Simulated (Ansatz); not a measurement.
**Structure relaxation of Be**

Computed with DFT r2SCAN, scalar-relativistic, plane waves, PAW (Ansatz). Cutoff 500 eV, Γ-centred k mesh, Gaussian smearing, no spin polarisation in the final step.

Be was placed on the beta-tin structure type (I4_1/amd, No. 141), at a guessed volume.

```
CELL_PARAMETERS angstrom
-1.95472 1.95472 1.06634
1.95472 -1.95472 1.06634
1.95472 1.95472 -1.06634
ATOMIC_POSITIONS crystal
Be 0.00000 0.00000 0.00000
Be 0.75000 0.25000 0.50000
```

Cell and atoms relax at zero pressure; the relaxation can't lower the symmetry of the start. After a coarse first stage the cell is made exact in the group found at 0.06 Å.

Energies count from the standard state of Be at the same level.

Question: Describe the relaxed structure.

Answer: It keeps I4_1/amd (No. 141). The result has the beta-tin structure. Conventional cell: a = 4.199 Å, c = 2.121 Å. Around Be lie 6 Be at 2.12–2.17 Å.

```xyz
2
Lattice="-2.0995 2.0995 1.0604 2.0995 -2.0995 1.0604 2.0995 2.0995 -1.0604" Properties=species:S:1:pos:R:3 pbc="T T T"
Be    0.0000    0.0000    0.0000
Be    0.0000    2.0995    0.5302
```

Question: What are its volume, energy, density and gap?

Answer: The volume per atom is 9.35 Å³, the density is 1.60 g/cm³ and the energy over the standard structure is 0.76 eV/atom. The gap on the 22×22×22 mesh is 0 eV (a metal).

The final run used a 22×22×22 mesh on its 2-atom cell and 0.10 eV smearing. For metals, differences of a few meV/atom aren't resolved. A structure relaxed within its symmetry needn't be a true minimum. The steps took roughly 60 core-seconds in all.